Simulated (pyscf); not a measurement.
Thermochemistry of product channels of F–N•–F + HO–SiH₃ on the doublet surface, in kcal/mol, from ωB97M-D3(BJ)/def2-TZVP energies (ideal gas, 1 atm, RRHO with modes under 100 cm⁻¹ raised to 100, one conformer, R ln 2 for chiral ones without a mode under 150 cm⁻¹). Structures and frequencies: ωB97X-D3(BJ)/def2-SVP in PySCF.

| products | ΔE | ΔH(298 K) | ΔG(298 K) | ΔG(1200 K) |
|---|---|---|---|---|
| HF + HO–SiH₂–N•–F | -41.5 | -40.3 | -39.2 | -38.3 |
| F–NH–F + HO–SiH₂• | … | +20.6 | +19.9 | +18.5 |
| HO–SiH₂–F + •HN–F | … | -71.9 | -72.3 | … |

Problem. Complete the blanks.

Solution. 
- F–NH–F + HO–SiH₂•, ΔE: +18.2
- HO–SiH₂–F + •HN–F, ΔE: -73.8
- HO–SiH₂–F + •HN–F, ΔG(1200 K): -73.6

These are energies of the channels, which say nothing of barriers.
